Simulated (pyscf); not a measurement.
This saddle point was located with ωB97X-D3(BJ)/def2-SVP in PySCF.

```xyz
8

Se     0.6639     1.8675    -0.0149
Ge     0.0564    -0.4132    -0.0608
H      1.0758     1.8312     1.3923
H     -1.3814     0.0795     0.9336
H     -0.1447    -0.6221    -1.5520
H      1.0401    -1.1341     0.8426
Cl    -1.5082    -2.4337     0.2461
H     -1.6195    -0.7728     0.8233
```

Surface: singlet, charge 0. Lowest wavenumbers (cm⁻¹): 940i, 69, 140, 227, 265.

### Question
Name the species on either side of this saddle.

### Answer
H₃Ge–SeH + hydrogen chloride (HCl) <-> Cl–GeH₂–SeH + hydrogen (H₂), a four-centre exchange read from left to right: Ge–H, Cl–H broken and Cl–Ge, H–H formed. At ωB97M-D3(BJ)/def2-TZVP it lies +157.4 kJ/mol from the left side and +211.3 kJ/mol from the right (each side as separated species at their lowest minima found). This is the saddle that the search found; another between the same sides may lie lower. Elements up to Kr have no core potential and no relativistic terms here.
